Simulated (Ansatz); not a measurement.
Relaxation of BFH$_{4}$O (7 atoms, charge 0, multiplicity 1), to a largest force component of 0.03 eV/Å in at most 50 steps.

Computed with Ansatz, RKS LDA/6-31G*.

```xyz
7
Properties=species:S:1:pos:R:3:forces:R:3
B 0.059 0.296 -0.026 0.09 -0.54 -0.20
H -0.044 0.369 1.170 -0.04 0.20 0.35
H 1.091 0.476 -0.624 0.00 0.00 0.00
F -1.058 0.137 -0.715 -0.03 0.00 -0.01
O 0.177 -2.177 0.739 -0.10 0.84 0.15
H -0.698 -2.308 0.316 0.00 0.01 0.01
H -0.006 -1.480 1.424 0.08 -0.51 -0.29
```

**Question.** Where does it end, and by what steps?

**Answer.** The run converged. The force dipped under the threshold on the way, but the program's further checks kept it going. After 25 steps the energy has fallen by 0.612 eV; H6 moved furthest, 0.76 Å. Joined: B1–O5 (2.59 → 1.68 Å).

```json
{"step": "0", "energy less start (eV)": "0.0000", "largest force component (eV/Å)": "0.837", "accepted": "yes"}
{"step": "1", "energy less start (eV)": "-0.1185", "largest force component (eV/Å)": "1.330", "accepted": "yes"}
{"step": "2", "energy less start (eV)": "-0.2759", "largest force component (eV/Å)": "1.516", "accepted": "yes"}
{"step": "3", "energy less start (eV)": "-0.4590", "largest force component (eV/Å)": "1.847", "accepted": "yes"}
{"step": "4", "energy less start (eV)": "-0.5529", "largest force component (eV/Å)": "0.612", "accepted": "yes"}
{"step": "5", "energy less start (eV)": "-0.5562", "largest force component (eV/Å)": "0.432", "accepted": "yes"}
{"step": "6", "energy less start (eV)": "-0.5913", "largest force component (eV/Å)": "0.248", "accepted": "yes"}
{"step": "7", "energy less start (eV)": "-0.5990", "largest force component (eV/Å)": "0.103", "accepted": "yes"}
{"step": "8", "energy less start (eV)": "-0.6036", "largest force component (eV/Å)": "0.090", "accepted": "yes"}
{"step": "9", "energy less start (eV)": "-0.6041", "largest force component (eV/Å)": "0.060", "accepted": "yes"}
{"step": "10", "energy less start (eV)": "-0.6043", "largest force component (eV/Å)": "0.122", "accepted": "yes"}
{"step": "11", "energy less start (eV)": "-0.6054", "largest force component (eV/Å)": "0.073", "accepted": "yes"}
{"step": "12", "energy less start (eV)": "-0.6060", "largest force component (eV/Å)": "0.079", "accepted": "yes"}
{"step": "13", "energy less start (eV)": "-0.5816", "largest force component (eV/Å)": "0.929", "accepted": "no"}
{"step": "14", "energy less start (eV)": "-0.6064", "largest force component (eV/Å)": "0.079", "accepted": "yes"}
{"step": "15", "energy less start (eV)": "-0.6069", "largest force component (eV/Å)": "0.082", "accepted": "yes"}
{"step": "16", "energy less start (eV)": "-0.6073", "largest force component (eV/Å)": "0.060", "accepted": "yes"}
{"step": "17", "energy less start (eV)": "-0.6094", "largest force component (eV/Å)": "0.058", "accepted": "yes"}
{"step": "18", "energy less start (eV)": "-0.6096", "largest force component (eV/Å)": "0.089", "accepted": "yes"}
{"step": "19", "energy less start (eV)": "-0.5653", "largest force component (eV/Å)": "1.224", "accepted": "no"}
{"step": "20", "energy less start (eV)": "-0.6113", "largest force component (eV/Å)": "0.020", "accepted": "yes"}
{"step": "21", "energy less start (eV)": "-0.6098", "largest force component (eV/Å)": "0.281", "accepted": "no"}
{"step": "22", "energy less start (eV)": "-0.6118", "largest force component (eV/Å)": "0.012", "accepted": "yes"}
{"step": "23", "energy less start (eV)": "-0.6120", "largest force component (eV/Å)": "0.088", "accepted": "yes"}
{"step": "24", "energy less start (eV)": "-0.6122", "largest force component (eV/Å)": "0.042", "accepted": "yes"}
{"step": "25", "energy less start (eV)": "-0.6123", "largest force component (eV/Å)": "0.008", "accepted": "yes"}
```

```xyz
7
Properties=species:S:1:pos:R:3
B 0.037 0.005 0.135
H 0.197 0.643 1.163
H 0.917 0.022 -0.710
F -1.248 -0.016 -0.354
O 0.200 -1.558 0.717
H -0.059 -2.127 -0.045
H -0.524 -1.655 1.378
```

Whether the end is a true minimum wasn't checked by a vibrational analysis.

Run time: 27 s on 1 thread of Arm Neoverse V1, on a shared host, peak memory 0.12 GiB.
